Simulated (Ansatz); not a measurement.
Basis-set extrapolation for `CCCOCCC` (PBE0-D4/def2-TZVP geometry, frozen core, Ansatz). Multiplicity 1, RHF reference.

```
                      def2-TZVPP   def2-QZVPP
                 HF  -310.334475  -310.349285
    MP2 correlation    -1.291211    -1.375976
CCSD(T) correlation    -1.415081      not run
```

Energies in hartree. Use E(X) = E(∞) + A·exp(−7.88·√X) for Hartree–Fock and E(X) = E(∞) + B·X^(−2.97) for correlation, with X = 3 and 4, and add CCSD(T) minus MP2 of the smaller set to the MP2 limit.

Question: What is the CCSD(T) energy at the basis-set limit?

Answer: HF limit: -310.349285 + (-0.014810) × 0.13774 = -310.35132. MP2 limit: -1.375976 + (-0.084765) × 0.74074 = -1.43876. Higher-order term: -1.415081 − (-1.291211) = -0.12387. Total: -311.91395 hartree, 431.6 kJ/mol below CCSD(T)/def2-TZVPP.
